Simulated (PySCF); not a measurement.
Calculation: PBE-D3(BJ)/def2-TZVP // B3LYP-D3(BJ)/def2-TZVP (PySCF 2.14.0). Gas-phase values, no solvent. Delta-SCF ions had no search for a lower state. 

Reference species (SMILES): `C#N` (neutral, multiplicity 1).

```
Quantity                                   Value
--------------------------------------  --------
HOMO–LUMO gap                            8.18 eV
vertical ionisation energy (Delta-SCF)  13.81 eV
```

Changed species: `COC#N` (X = methoxy; the reference has X = H).

Task: What does the change do to the HOMO–LUMO gap and vertical ionisation energy (Delta-SCF)?

Result: the HOMO–LUMO gap decreases by 1.69 eV, to 6.49 eV; the vertical ionisation energy (Delta-SCF) drops by 2.90 eV, to 10.91 eV.
